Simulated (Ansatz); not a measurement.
# C4H10S: the cost of one run

Method: the settings change from run to run; program: Ansatz 0.2.0, Gaussian basis.

**1. The geometry**

The geometry comes from an earlier relaxation with PBE0-D4 in a triple-zeta def2 set; it is a stationary point, not always the lowest conformer.

SMILES `CC(C)(C)S`, 15 atoms, charge 0, spin multiplicity 1.

Atoms are counted from 1 here; the program's logs count them from 0.

Bond lengths: C1–C2 1.521 Å, C1–H6 1.091 Å, C1–H7 1.093 Å, C1–H8 1.095 Å, C2–C3 1.524 Å, C2–C4 1.521 Å, C2–S5 1.836 Å, C3–H9 1.092 Å, C3–H10 1.092 Å, C3–H11 1.093 Å, C4–H12 1.095 Å, C4–H13 1.091 Å, C4–H14 1.093 Å, S5–H15 1.343 Å. Angles: C2–C1–H6 111.0°, C2–C1–H7 111.2°, C2–C1–H8 110.0°, H6–C1–H7 108.1°, H6–C1–H8 108.5°, H7–C1–H8 107.9°, C1–C2–C3 110.4°, C1–C2–C4 110.7°, C1–C2–S5 110.1°, C3–C2–C4 110.4°, C3–C2–S5 105.1°, C4–C2–S5 110.1°, C2–C3–H9 111.2°, C2–C3–H10 111.2°, C2–C3–H11 109.5°, H9–C3–H10 108.4°, H9–C3–H11 108.2°, H10–C3–H11 108.2° and more.

**2. wB97M-V/cc-pVTZ**

This run has finite nuclei, high accuracy.

Contents of in.yaml:

```yaml
crystal:
  periodic: [false, false, false]
  atoms:
    - {symbol: C, position_ang: [-1.296159, 0.268501, 0.560322]}
    - {symbol: C, position_ang: [0.116084, 0.176958, 0.001653]}
    - {symbol: C, position_ang: [1.063372, -0.398631, 1.047164]}
    - {symbol: C, position_ang: [0.141302, -0.672674, -1.260240]}
    - {symbol: S, position_ang: [0.763100, 1.857667, -0.356449]}
    - {symbol: H, position_ang: [-1.322502, 0.886091, 1.459407]}
    - {symbol: H, position_ang: [-1.982268, 0.702681, -0.170692]}
    - {symbol: H, position_ang: [-1.664059, -0.731301, 0.814261]}
    - {symbol: H, position_ang: [1.068028, 0.209594, 1.954349]}
    - {symbol: H, position_ang: [2.085154, -0.457112, 0.665744]}
    - {symbol: H, position_ang: [0.741507, -1.408512, 1.315604]}
    - {symbol: H, position_ang: [-0.203014, -1.687704, -1.035317]}
    - {symbol: H, position_ang: [1.149832, -0.732224, -1.672288]}
    - {symbol: H, position_ang: [-0.515912, -0.258036, -2.028212]}
    - {symbol: H, position_ang: [-0.166367, 2.194002, -1.265804]}
basis:
  gaussian: {orbitals: cc-pVTZ, nuclear_model: gaussian}
hamiltonian: {xc: {name: wB97M-V}}
accuracy: high
```

On the command line:

```sh
> ansatz run in.yaml --threads 4 --pin off --events-out ev --progress --plain --max-ram 10444MiB
```

What time and memory should one allow on 4 threads of Intel Xeon, shared host?

About 62 s, with a peak of 3.7 GiB.
